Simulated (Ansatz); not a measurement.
What does this script print? It uses the Python package of Ansatz (0.2.0).

Script `conformers.py`:
```python
import ansatz as az
from rdkit import Chem
from rdkit.Chem import AllChem

rd = Chem.AddHs(Chem.MolFromSmiles("CC(=N)C(C)F"))
ids = list(AllChem.EmbedMultipleConfs(rd, numConfs=20, randomSeed=572, pruneRmsThresh=0.4))
field = [energy for _, energy in AllChem.MMFFOptimizeMoleculeConfs(rd)]
distinct = {round(e, 2): i for i, e in zip(ids, field)}
chosen = sorted(distinct.items())[:4]
found = []
for force_field, index in chosen:
    molecule = az.Crystal.molecule()
    for atom, xyz in zip(rd.GetAtoms(), rd.GetConformer(index).GetPositions()):
        molecule = molecule.atom(atom.GetSymbol(), xyz.round(5).tolist())
    calc = (
        molecule.calculation()
        .basis(gaussian="6-31G*")
        .functional("B3LYP", dispersion="d3bj")
    )
    found.append(calc.run(threads=1).report["free_energy_ev"])
print("conformer   MMFF (kcal/mol)   this level (kJ/mol)")
for (force_field, index), e in zip(chosen, found):
    print(f"{index:9d} {force_field - chosen[0][0]:17.2f} {96.485332 * (e - min(found)):17.3f}")
```

Running `python conformers.py` prints:
```text
conformer   MMFF (kcal/mol)   this level (kJ/mol)
        5              0.00             1.037
        3              1.52             0.000
```

The conformers keep their force-field geometries. b3lyp holds the VWN-RPA fit, as in Gaussian; the form of ORCA and Turbomole is b3lyp5. Timing: 8 s on 1 thread of Arm Neoverse V1, on a shared host, peak memory 0.33 GiB.

(Lines on the test bed's own set-up are left out of the output.)
